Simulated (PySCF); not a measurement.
## HF: energy against distance

Set-up: PySCF, no relativity, basis sets H def2-TZVPP, F def2-TZVPP. Energies in eV from H + F in their ground configurations at the same level. State: ¹Σ⁺ (singlet), closed shell.

```json
{"R (Å)": "0.789", "TPSS": "-5.210", "BP86": "-5.442"}
{"R (Å)": "0.826", "TPSS": "-5.607", "BP86": "-5.845"}
{"R (Å)": "0.863", "TPSS": "-5.847", "BP86": "-6.090"}
{"R (Å)": "0.890", "TPSS": "-5.945", "BP86": "-6.192"}
{"R (Å)": "0.918", "TPSS": "-5.987", "BP86": "-6.237"}
{"R (Å)": "0.946", "TPSS": "-5.983", "BP86": "-6.236"}
{"R (Å)": "0.982", "TPSS": "-5.920", "BP86": "-6.177"}
{"R (Å)": "1.028", "TPSS": "-5.771", "BP86": "-6.032"}
{"R (Å)": "1.083", "TPSS": "-5.519", "BP86": "-5.787"}
{"R (Å)": "1.157", "TPSS": "-5.108", "BP86": "-5.383"}
```

Q: Put a parabola through the three lowest points of the TPSS curve and estimate Re, k and ωe (reduced mass 0.9571 u; 1 eV/Å² = 0.16022 mdyn/Å; ωe = 1302.8·√(k/μ) cm⁻¹).

A: Through R = 0.89, 0.918, 0.946 Å the second-order coefficient is 29.3 eV/Å², so Re ≈ 0.930 Å, k ≈ 9.40 mdyn/Å and ωe ≈ 4083 cm⁻¹. A polynomial fit of higher order to the unrounded TPSS energies gives Re = 0.929 Å, k = 8.98 mdyn/Å, ωe = 3991 cm⁻¹; anharmonicity and rounding make the difference.

The higher-order fit for each curve: TPSS: Re = 0.929 Å, ωe = 3991 cm⁻¹, De = 5.99 eV; BP86: Re = 0.931 Å, ωe = 3966 cm⁻¹, De = 6.24 eV.
